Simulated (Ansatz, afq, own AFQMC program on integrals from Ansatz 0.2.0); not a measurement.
## Where AFQMC and coupled cluster stand for BSiH3, triplet

```
atom   x (Å)    y (Å)    z (Å)
  Si  0.0000  -0.6275   3.9994
   B  0.0000  -0.0268  -2.5883
   H  0.0000   0.5534   4.9213
   H  0.0000   1.0848  -3.0336
   H  0.0000  -0.9839  -3.2988
```

Connectivity, by distances: SiH ··· BH2.

Basis cc-pVDZ. Noble-gas cores (and the filled d shells of Ga–Kr and In–Xe) are frozen. Ansatz 0.2.0 and our own AFQMC program on the same integrals; the CISD trial comes from CCSD amplitudes, and released means the phaseless constraint is let go. Uncertainties: one standard error, sampling alone.

Determinant: UHF, the one that the program's search chose, which needn't be the lowest solution. The geometry is a point of a scan.

No full CI on the walks' own integrals is used here; CCSDT(Q) serves as the reference and is uncertain by about the last step of the cluster series.

Cautions: lower spins were not checked.

- T1 diagnostic: 0.0133
- weight of the determinant in the CISD state: 0.884
- ⟨S²⟩ of the determinant: 2.019
- size of the correlated space: 10 electrons in 41 orbitals

```
  level  correlation energy (eV)
    MP2                  -3.5676
   CCSD                  -4.7680
CCSD(T)                  -4.8446
```

**Question.** Estimate where phaseless AFQMC with a CISD trial lies against CCSD(T) on the same integrals.

**Answer.** 0.37 ± 0.19 kcal/mol below CCSD(T).

Reference: CCSDT(Q), correlation energy -4.871 eV. The released energy is read at 2.40 1/Eh (meV from the phaseless value at times in 1/Eh: -2 ± 8 at 0.24, -6 ± 7 at 0.51, 0 ± 6 at 0.99, -18 ± 9 at 1.62, -4 ± 9 at 2.40).

```json
{"level": "CCSD(T)", "E − E(reference) (kcal/mol)": "0.61", "share of correlation (%)": "99.46"}
{"level": "CCSDT", "E − E(reference) (kcal/mol)": "0.04", "share of correlation (%)": "99.97"}
{"level": "ph-AFQMC/HF", "E − E(reference) (kcal/mol)": "2.96 ± 0.88", "share of correlation (%)": "97.37"}
{"level": "ph-AFQMC/CISD", "E − E(reference) (kcal/mol)": "0.24 ± 0.19", "share of correlation (%)": "99.79"}
{"level": "released AFQMC", "E − E(reference) (kcal/mol)": "0.14 ± 0.21", "share of correlation (%)": "99.87"}
```

A walk keeps the symmetry of its determinant, which the program's search chose and which needn't be the lowest solution, so a lower state of the same spin and another symmetry isn't excluded. Released energies are given only where the last usable release times agree within the noise; a slower fall can still hide under it.
